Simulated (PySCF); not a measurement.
Molecule: SMILES C#N, CHN.

Geometry:
| atom | x (Å) | y (Å) | z (Å) |
| --- | --- | --- | --- |
| C1 | -0.017 | -0.018 | 0.000 |
| N2 | 0.784 | 0.813 | 0.000 |
| H3 | -0.766 | -0.795 | 0.000 |

Spin–spin couplings on one PBE0-D3(BJ)/def2-SVP geometry, PySCF 2.14, gas phase, non-relativistic, equivalent pairs averaged; isotopes 13C, 1H, 15N; basis pcJ-1.

Reference values (Hz): 1J(C1,H3) = 267.3 (measured; Jessen and Sauer, arXiv:2312.00705; CC3 and CCSD from Faber, Sauer, Gauss 2017); 1J(C1,N2) = -18.5 (measured; Jessen and Sauer, arXiv:2312.00705; CC3 and CCSD from Faber, Sauer, Gauss 2017); 2J(N2,H3) = -8.7 (measured; Jessen and Sauer, arXiv:2312.00705; CC3 and CCSD from Faber, Sauer, Gauss 2017).

Question: How do the couplings (Hz) change with the functional? Times are CPU seconds on shared hosts with different chips, so compare them loosely.

Answer: 
```
functional  functions  1J(C1,H3)  1J(C1,N2)  2J(N2,H3)  mean abs. error  core-s
       LDA         64      225.0       -8.9       -5.5             18.4    0.73
       PBE         64      256.7      -11.4       -4.7              7.2       1
       KT2         64      276.6       -4.8       -2.6              9.7     1.1
     B3LYP         64      283.9      -19.6       -6.8              6.6     1.3
      PBE0         64      267.1      -18.6       -6.6              0.8    0.95
     B97-2         64      256.4      -18.0       -5.5              4.9    0.93
 BHandHLYP         64      305.5      -31.9       -7.7             17.5    0.89
 CAM-B3LYP         64      283.3      -21.5       -8.6              6.4     1.1
```

Errors compare magnitudes, without vibrational corrections, and the largest couplings weigh most in the mean. Closest: PBE0; furthest: LDA. Left out for a near triplet instability: HF/pcJ-1.
